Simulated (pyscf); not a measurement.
A first-order saddle from PySCF, ωB97X-D3(BJ)/def2-SVP:

```xyz
10

As    -1.3609    -2.0446     0.7212
O      0.0115    -0.8374     0.5144
H     -1.7192    -2.0854    -0.7549
H     -2.4346    -1.0041     1.0078
H      0.9121    -0.5315     1.0854
Si     0.1380     0.9389    -0.0032
H      1.4927     0.4802     1.0629
H      1.1147     1.3960    -1.0331
H     -0.2583     1.9921     0.9768
H     -1.1299     0.7528    -0.8153
```
Charge 0, spin multiplicity 1.

Surface: singlet, charge 0. Lowest wavenumbers (cm⁻¹): 1259i, 50, 93, 179, 271.

### Question
What reaction is this the transition state of?

### Answer
HO–AsH₂ (SMILES O[AsH2]) + SiH₄ (SMILES [SiH4]) ⇌ H₃Si–O–AsH₂ (SMILES [SiH3]O[AsH2]) + H₂ (SMILES [H][H]), a four-centre exchange read from left to right: H–O, H–Si broken and O–Si, H–H formed. At ωB97M-D3(BJ)/def2-TZVP it lies +1.41 eV from the left side and +2.18 eV from the right (each side as separated species at their lowest minima found). The same reactants have a lower exit, to AsH₃ + HO–SiH₃ (barrier +1.13 eV at ωB97M-D3(BJ)/def2-TZVP, against +1.41 eV here). H₃Si–O–AsH₂ lies 0.46 eV over its isomer HO–SiH₂–AsH₂ (electronic energy, ωB97M-D3(BJ)/def2-TZVP). This is the saddle that the search found; another between the same sides may lie lower. Elements up to Kr have no core potential and no relativistic terms here.
